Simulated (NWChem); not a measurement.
## Polarisability of water (H₂O)

```xyz
3

O      0.0000     0.0000     0.1226
H      0.7577     0.0000    -0.4905
H     -0.7577     0.0000    -0.4905
```
Charge 0, spin multiplicity 1.

Program: NWChem. All single points use one geometry, from PBE/def2-SVP, a minimum by its harmonic frequencies.

Basis set: Sadlej pVTZ. The field's frequency is 0.0773 Ha (589 nm).

The correlated methods keep 1 core orbital frozen. B3LYP has NWChem's definition, with VWN1-RPA local correlation. Coupled-cluster values serve here as a point of comparison, not as the truth.

```tsv
method	isotropic polarisability (bohr³)
HF	8.85
LDA (SVWN5)	11.05
B3LYP	(withheld)
CCSD linear response	10.27
PBE	(withheld)
```

Task: Some entries are withheld; supply them.

Result: 
- B3LYP, isotropic polarisability (bohr³): 10.38
- PBE, isotropic polarisability (bohr³): 10.99
